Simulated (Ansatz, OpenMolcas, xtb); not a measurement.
AlO (oxoaluminum): the electronic atomisation energy, rung by rung

AlO has 2 atoms, charge 0, and is taken as a doublet. SMILES: `[O]=[Al]`. The shape comes from GFN2-xTB, which is rough for such elements, and wasn't checked as a minimum.

```xyz
2

O     0.0000    0.0000    0.0000
Al    0.0000    0.0000    1.5700
```

Each level gives the electronic atomisation energy (eV). The values are calculated. Electronic energies at fixed atoms, without zero-point motion or spin-orbit coupling.

```tsv
level	kind	program	value (eV)	CPU time (all runs)
GFN0-xTB	semi-empirical	xtb	10.23	under 2 s
GFN1-xTB	semi-empirical	xtb	14.85	under 2 s
UHF/STO-3G	Hartree–Fock	OpenMolcas	2.94	4.2 s
UHF/3-21G	Hartree–Fock	OpenMolcas	1.29	5.4 s
UHF/6-31G	Hartree–Fock	Ansatz	1.17	0.35 s
USVWN5/6-31G	LDA	Ansatz	5.45	1 s
U-revPBE/6-31G	GGA	Ansatz	4.27	1.6 s
UBLYP/6-31G	GGA	Ansatz	4.48	1.9 s
UPBE/6-31G	GGA	Ansatz	4.56	1.8 s
U-r2SCAN/6-31G	meta-GGA	Ansatz	4.32	3.5 s
```

The values span 1.17 to 14.85 eV. Spin contamination of the reference (⟨S²⟩ at least 0.1 too high) touches UHF/6-31G. The xTB rows lack spin polarisation, so open shells miss the exchange term that lowers them. All rows use very small basis sets, so none should be taken for the real molecule's value. Times are those of the runs behind each value, whatever else they computed, on shared processors of several kinds: orders of magnitude only.
